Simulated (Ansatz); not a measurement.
The input, for Ansatz 0.2.0:

```yaml
crystal:
  periodic: [false, false, false]
  atoms:
    - {symbol: Ge, position_ang: [0.000000, -0.172202, 1.263382]}
    - {symbol: P, position_ang: [0.000000, 0.697126, -0.738240]}
    - {symbol: Si, position_ang: [0.000000, -0.353525, -2.541309]}
    - {symbol: H, position_ang: [0.000000, 0.838387, 2.448523]}
basis:
  gaussian: {orbitals: cc-pVDZ}
magnetization: {spin_polarized: true, initial_magnetization: 2}
hamiltonian: {xc: {name: r2SCAN}}
output: {forces: true}
```

```sh
$ ansatz run in.yaml --threads 1 --pin off --events-out ev --progress --plain --max-ram 2393MiB
```

Output:

```
748 factors; integrals over basis functions are off by at most 1.2e-3 eV
mean field evaluation 1: about -73694.3055 eV, gradient 1.2e1 eV
mean field evaluation 2: about -73688.9553 eV, gradient 2.8e1 eV
mean field evaluation 4: about -73695.3225 eV, gradient 3.9e0 eV
mean field evaluation 8: about -73695.4926 eV, gradient 2.0e-1 eV
mean field evaluation 16: about -73695.4938 eV, gradient 1.2e-3 eV
mean field evaluation 32: about -73695.2453 eV, gradient 1.6e0 eV
mean field evaluation 64: about -73694.5537 eV, gradient 8.5e0 eV
mean field -73695.49376487 eV, -2708.2594432591 hartree, gradient 2.0e-5 eV, S^2 2.077388; 8 other end points of the search recorded, 0 dependent functions left out
the calculation of the forces begins
reference -73695.49377557 eV, -2708.2594436523 hartree; 32, 30 occupied and 36, 38 virtual orbitals, 748 factors
Total energy: -73695.49377557 eV, -2708.2594436523 hartree
Atom 0 at     0.000000    -0.172202     1.263382 Å, force     0.000000    -0.055665     0.177891 eV/Å
Atom 1 at     0.000000     0.697126    -0.738240 Å, force     0.000000     0.235247     0.226778 eV/Å
Atom 2 at     0.000000    -0.353525    -2.541309 Å, force    -0.000000    -0.198704    -0.435940 eV/Å
Atom 3 at     0.000000     0.838387     2.448523 Å, force    -0.000000     0.019122     0.031271 eV/Å
Dipole moment:     0.000000    -0.123687     0.140708 e Å
```

Forces (eV/Å):
```
Ge   0.000 -0.056  0.178
P    0.000  0.235  0.227
Si   0.000 -0.199 -0.436
H    0.000  0.019  0.031
```

Ran on 1 thread of Intel Xeon, shared host: 51 s wall, 0.18 GiB peak host memory.
